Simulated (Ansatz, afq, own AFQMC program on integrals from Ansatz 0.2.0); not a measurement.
# AgCH₂, quartet in def2-TZVP, levels against AFQMC with the constraint released

```xyz
4

C    -1.0431   -0.3407   -0.2714
Ag    3.2079   -1.0635    1.2673
H    -1.1888    0.2511    0.6319
H    -0.7417   -0.1084   -1.2925
```

Connectivity, by distances: CH2 ··· Ag.

Basis def2-TZVP with its core potentials. Noble-gas cores (and the filled d shells of Ga–Kr and In–Xe) are frozen. Integrals, coupled cluster, full CI and functionals: Ansatz 0.2.0; the random walks run on the same integrals in our own AFQMC program. ph-AFQMC/CISD is guided by a CISD state made of CCSD amplitudes; releasing the constraint for a short imaginary time cuts its bias at the price of noise, slowly where states lie close. ± is one standard error of the sampling. No spin–orbit coupling. The metal's outer-core s and p shells are frozen, which shifts wave-function levels against functionals.

Determinant: UHF, the one that the program's search chose, which needn't be the lowest solution. The geometry is a PBE0/def2-SVP stationary point of this or a neighbouring charge and spin state.

No full CI on the walks' own integrals is used here. The released AFQMC energy serves as the reference, which it does only where one determinant dominates, the energy is flat over the last release times and near the phaseless one (40 meV or 2 meV an electron, half that with transition metals). On small molecules, where full CI could be run and the noise was under 10 meV, such values lay within 10 meV of it in 19 cases of 20, a flattering rate, since the rule was set on those same cases; what remains of the bias isn't in the error bar.

Cautions: no spin-orbit coupling; outer-core shells of the metal frozen; higher spins were not checked; the shape changed its bonds on relaxing; the released value is read at 1.80 1/Eh, later times being too noisy (meV from the phaseless value at times in 1/Eh: -1 ± 4 at 0.24, -1 ± 4 at 0.60, -9 ± 4 at 1.20, 2 ± 7 at 1.80, 17 ± 10 at 2.60); released reference can be 30 meV off for metals.

The T1 diagnostic is 0.0121. The weight of the determinant in the CISD state is 0.894. The ⟨S²⟩ of the determinant is 3.769 and the size of the correlated space is 17 electrons in 78 orbitals.

Reference: AFQMC with the constraint released, correlation energy -11.253 ± 0.007 eV.

```tsv
level	E − E(reference) (kcal/mol)	share of correlation (%)
HF	259.50 ± 0.16	0.00
MP2	10.04 ± 0.16	96.13
CCSD	5.50 ± 0.16	97.88
CCSD(T)	0.41 ± 0.16	99.84
ph-AFQMC/CISD	-0.04 ± 0.18	100.02
```

Released energies are given only where the last usable release times agree within the noise; a slower fall can still hide under it.
